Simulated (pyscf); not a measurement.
# 1,1-elimination: H₂C=CH–C(F)(F)–F (SMILES C=CC(F)(F)F) → H₂C=CH–F (SMILES C=CF) + F–C:–F (SMILES F[C]F) [singlet]

Gas phase, singlet surface, charge 0. Bonds broken: C2–C8, F3–C8. Bonds formed: C2–F3. Structures and frequencies: ωB97X-D3(BJ)/def2-SVP in PySCF.

Transition state (Å):

```xyz
9

C      0.0329    -1.4550     0.1805
C      0.3929    -0.2295     0.5718
F      1.0020    -0.0901     2.0113
H     -0.3905    -2.1863     0.8714
H      0.1179    -1.7031    -0.8787
H      0.8525     0.5239    -0.0691
F     -1.3486     0.1136     2.6151
C     -0.5986     0.7596     1.7839
F     -0.3254     1.9231     2.2855
```

One imaginary mode, 733i cm⁻¹; descent along it reached the two sides named.

```json
[
 {"bond": "C2–C8", "change": "breaks", "reactant side (Å)": "1.501", "saddle": "1.852", "product side": "3.7"},
 {"bond": "F3–C8", "change": "breaks", "reactant side (Å)": "1.343", "saddle": "1.826", "product side": "2.8"},
 {"bond": "C2–F3", "change": "forms", "reactant side (Å)": "2.345", "saddle": "1.569", "product side": "1.343"}
]
```

Electronic energies relative to the reactant's lowest minimum found (kcal/mol):

```
level                   barrier  reaction energy  reverse barrier
----------------------  -------  ---------------  ---------------
ωB97X-D3(BJ)/def2-TZVP    112.3            +72.2             40.1
PBE/def2-TZVP              98.9            +70.3             28.6
r²SCAN/def2-TZVP          105.0            +75.1             29.9
B3LYP-D3(BJ)/def2-TZVP    107.3            +70.1             37.2
PBE0-D3(BJ)/def2-TZVP     110.3            +76.0             34.3
M06-2X/def2-TZVP          113.6            +73.9             39.8
ωB97M-D3(BJ)/def2-TZVP    109.9            +69.7             40.2
HF/def2-TZVP              129.6            +66.1             63.5
```

With ωB97M-D3(BJ)/def2-TZVP energies and thermal terms (ideal gas, 1 atm, RRHO with modes under 100 cm⁻¹ raised to 100, one conformer, R ln 2 for chiral ones without a mode under 150 cm⁻¹), in kcal/mol:

```json
[
 {"T (K)": "298", "ΔH‡": "107.0", "ΔG‡": "106.4", "ΔH": "+66.7", "ΔG": "+54.1"},
 {"T (K)": "600", "ΔH‡": "107.2", "ΔG‡": "105.6", "ΔH": "+66.2", "ΔG": "+41.5"},
 {"T (K)": "900", "ΔH‡": "107.1", "ΔG‡": "104.8", "ΔH": "+65.4", "ΔG": "+29.2"},
 {"T (K)": "1200", "ΔH‡": "106.7", "ΔG‡": "104.1", "ΔH": "+64.4", "ΔG": "+17.4"}
]
```

This saddle turned up in a search for another step; its sides and bond changes are read from the two ends of the descent. One saddle was located; it need not be the lowest between these sides.
